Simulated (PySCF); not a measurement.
CS₂. Atoms are numbered in the order given.

```xyz
3

S      0.0000     0.0000     1.5483
C      0.0000     0.0000     0.0000
S      0.0000     0.0000    -1.5483
```

Geometry optimised at PBE0-D3(BJ)/def2-TZVP.

Level of theory: KT2/pcSseg-2 in PySCF.

GIAO shieldings, no solvent; atoms alike by connectivity are averaged. δ = σ(ref) − σ: ³³S against H2S (σ = 720.7 ppm); ¹³C against TMS (σ = 184.2 ppm), references at their B3LYP-D3(BJ)/def2-TZVP geometries, non-relativistic.

**Question.** Estimate the chemical shifts. (The exact figures need the calculation; the answer reports its results.)

**Answer.** 
```json
[
 {"nucleus": "³³S", "atoms": "S1, S3", "count": "2", "δ (ppm)": "186.0"},
 {"nucleus": "¹³C", "atoms": "C2", "count": "1", "δ (ppm)": "190.1"}
]
```
